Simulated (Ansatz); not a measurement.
`C=C(N)OCF` → `CC(N)(F)C=O`  (isomerisation)

Computed with Ansatz on PBE0-D4/def2-TZVP structures; ΔE is electronic, products minus reactants. CCSD(T)/CBS is the MP2 limit (def2-TZVPP, def2-QZVPP) plus CCSD(T) − MP2 in def2-TZVPP, frozen cores. DFT in def2-TZVPP. B3LYP here is the variant with VWN-RPA as its local correlation; programs differ in this. Each species was taken in one conformer, which may not be the lowest.

`C=C(N)OCF`:

Z-matrix (Å, degrees):
```
C
O 1 1.383
F 1 1.372 2 110.3
H 1 1.093 2 111.7 3 119.4
H 1 1.091 2 106.8 3 -117.1
C 2 1.376 1 116.1 3 -79.7
N 6 1.387 2 112.2 1 -65.8
C 6 1.328 2 120.5 1 113.5
H 7 1.008 6 113.7 2 -177.4
H 7 1.011 6 113.5 2 -48.0
H 8 1.081 6 121.0 2 172.7
H 8 1.079 6 119.8 2 -7.8
```

`CC(N)(F)C=O`:

Z-matrix (Å, degrees):
```
C
C 1 1.514
H 1 1.090 2 110.0
H 1 1.091 2 110.7 3 121.2
H 1 1.092 2 109.3 3 -119.0
N 2 1.415 1 111.4 3 177.2
F 2 1.392 1 107.8 3 53.4
C 2 1.529 1 109.9 3 -64.1
H 6 1.011 2 112.0 1 -51.2
H 6 1.012 2 111.9 1 -174.6
O 8 1.193 2 124.7 1 121.0
H 8 1.111 2 112.9 1 -59.5
```

CCSD(T)/CBS gives -63.0 kJ/mol.

Another level gave -67.2 kJ/mol. Which?
A. r2SCAN-D4/def2-TZVPP
B. B3LYP/def2-TZVPP
C. SCS-MP2/def2-TZVPP
D. ωB97M-V/def2-TZVPP

C. SCS-MP2/def2-TZVPP -67.2, r2SCAN-D4 -57.0, ωB97M-V -61.3, B3LYP -52.6 kJ/mol.

Largest T1 diagnostic among the species: 0.013.

In def2-TZVPP, CCSD(T) changes the Hartree–Fock value by −4.4 kJ/mol (the triples alone add +0.0 kJ/mol) and MP2 by −6.5 kJ/mol.

CCSD(T)/CBS has its own doubt, a few kJ/mol and more with outer-core shells, so smaller differences from it don't rank the levels.
